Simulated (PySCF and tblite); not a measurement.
Values are calculated unless marked as measured or tabulated.
E-2,4-pentadienenitrile, C5H5N, numbered as in [CH2:1]=[CH:2]/[CH:3]=[CH:4]/[C:5]#[N:6].

Geometries PBE0-D3(BJ)/def2-SVP; weights from B3LYP-D3(BJ)/def2-TZVP energies and GFN2-xTB thermal corrections, with symmetry numbers and mirror pairs. Conformers within 3 kcal/mol (GFN2-xTB free energy) were kept, 8 at most. Programs: PySCF with density fitting and tblite.

Rotational constants are equilibrium values for the commonest isotopes; dipoles come from the energy level named.

Torsions listed: C1–C2–C3–C4. Of a mirror pair one member is shown.

| conformer | shape | symmetry |
| --- | --- | --- |
| 1 | 180° | Cs |
| 2 | 25° | C1 (pair) |

(1) Give the rotational constants and dipole components, as needed to look for these species in a jet-cooled rotational spectrum.

(2) Which type of transition is strongest for conformer 1?

Thermal terms of a conformer that GFN2-xTB lacks, or places elsewhere, come from the nearest GFN2-xTB minimum; such a conformer stays in the set even outside the window.

Results:

(1) 
```csv
conformer,A (MHz),B (MHz),C (MHz),abs μa (D),abs μb (D),abs μc (D),κ,Ic−Ia−Ib (u Å²)
1,26570,1438,1364,4.66,1.03,0.00,-0.99,0.0
2,20014,1580,1474,4.70,0.13,0.26,-0.99,-2.3
```

(2) a-type, since that component is clearly the largest; the top is near-prolate.
